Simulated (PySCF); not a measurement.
**Ionisation energy of Be by level of theory**

Be [He] 2s2 (1S) → Be⁺ [He] 2s1 (2S), as a difference of total energies. All numbers are calculated (PySCF 2.14, the spin-free X2C one-electron Hamiltonian (Gaussian nucleus), in ANO-RCC-VTZP (4s3p2d1f, 30 functions)). Correlated levels: valence: 1s2 frozen. The calculations carry no spin-orbit coupling.

```
           method  ionisation energy (eV)
              UHF                   8.039
    MP2 (valence)                   8.785
SCS-MP2 (valence)                   8.935
   CCSD (valence)                   9.288
```

Q: How much does correlation contribute at MP2 (valence)?

A: 8.785 − (8.039) = 0.746 eV, measured against UHF.

Errors of the correlated levels include the incompleteness of this basis and the frozen core.

With two correlated electrons CCSD is exact in that space.

For comparison: 9.323 eV (measured; NIST Atomic Spectra Database, ionization energies).
